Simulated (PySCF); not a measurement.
Match the calculated data to a structure.

All candidates are C4H8N2.

| technique | computed result |
| --- | --- |
| NMR, other nuclei | isotropic shieldings of nuclei other than C and H, by class: -133 (1 N), 123 (1 N) ppm [GIAO PBE0/pcSseg-1] |
| Triplet | lowest triplet excitation (Tamm–Dancoff): 3.61 eV [TDA wB97X-D/def2-SVPD] |
| 13C NMR | chemical shifts (computed TMS as zero) by class: 134.1 (1 C), 53.2 (1 C), 42.3 (1 C), 37.6 (1 C) ppm [GIAO PBE0/pcSseg-1] |
| Polarisability | 62.6 au [wB97X-D/def2-SVPD] |
| 1H NMR | chemical shifts (computed TMS as zero) by class: 6.09 (1 H), 3.10 (2 H), 2.98 (3 H), 2.82 (2 H) ppm [GIAO PBE0/pcSseg-1] |
| Dipole | 2.18 D [wB97X-D/def2-SVPD] |
| Rotational structure | rotational constants A, B, C: 7.556, 3.529, 2.559 GHz [GFN2-xTB] |

The electronic properties come from PySCF, for the isolated species, density fitting. Levels stand in brackets. Geometry: GFN2-xTB, one conformer, isolated molecule. NMR classes are plain means over equivalent atoms (diastereotopic ones count apart unless rotation or inversion swaps them), as if these changed places fast.

**Question.** Which candidate is it?
A. `CN1CCC=N1`
B. `[H]/N=C(C)\C=N\C`
C. `C/C=N\N=C\C`
D. `C=NN=C(C)C`

**Answer.** A. It is `CN1CCC=N1`. Numbering: `[CH3:1][N:2]1[CH2:3][CH2:4][CH:5]=[N:6]1`. Its formula, C4H8N2, gives 2 degrees of unsaturation: 1 ring and 1 π bond in the structure found. 4 carbons fall into 4 classes; from least to most shielded: C=N carbon [C5] (134.1 ppm), ring sp3 carbon bound to nitrogen [C3] (53.2 ppm), N-methyl carbon [C1] (42.3 ppm), ring CH2 carbon [C4] (37.6 ppm). Hydrogen classes from least to most shielded: 1 H on a C=N carbon, C5 (6.09 ppm), 2 H on an sp3 carbon bound to nitrogen, C3 (3.10 ppm, a mean of values up to 1.0 ppm apart in this geometry), 3 H on an N-methyl carbon, C1 (2.98 ppm, a mean of values up to 1.4 ppm apart in this geometry), 2 H on a ring CH2 carbon, C4 (2.82 ppm). The other shieldings belong to: -133 ppm, C=N nitrogen [N6]; 123 ppm, nitrogen bonded to 2 C and N [N2]. The optimised geometry has point group C1 and is an asymmetric top.

The others, at the same levels:
- `C/C=N\N=C\C` fails: its computed 13C shifts are 128.3 (1 C), 127.0 (1 C), 24.2 (1 C), 14.2 (1 C) ppm, 1H shifts are 6.37 (1 H), 6.34 (1 H), 2.11 (3 H), 1.67 (3 H) ppm and rotational constant A is 9.811 GHz (against 7.556 GHz).
- `[H]/N=C(C)\C=N\C` fails: its computed static isotropic polarisability is 67.4 au (against 62.6 au), rotational constant A is 8.575 GHz (against 7.556 GHz) and smallest rotational constant is 1.712 GHz (against 2.559 GHz).
- `C=NN=C(C)C` fails: its computed 13C shifts are 131.8 (1 C), 118.9 (1 C), 27.4 (1 C), 16.6 (1 C) ppm, 1H shifts are 6.19 (1 H), 6.14 (1 H), 1.96 (3 H), 1.66 (3 H) ppm and smallest rotational constant is 1.901 GHz (against 2.559 GHz).

Each candidate is one conformer, not necessarily the lowest. The conformers computed, where there is a choice (atom-mapped SMILES and torsion angles):
- `[CH3:1]/[CH:2]=[N:3]\[N:4]=[CH:5]\[CH3:6]`: C2–N3–N4–C5 -97°
- `[H]/[N:6]=[C:4](\[CH:3]=[N:2]\[CH3:1])[CH3:5]`: N2–C3–C4–C5 0°
- `[CH2:1]=[N:2][N:3]=[C:4]([CH3:5])[CH3:6]`: C1–N2–N3–C4 99°

The conformers of `CN1CCC=N1` aren't listed.
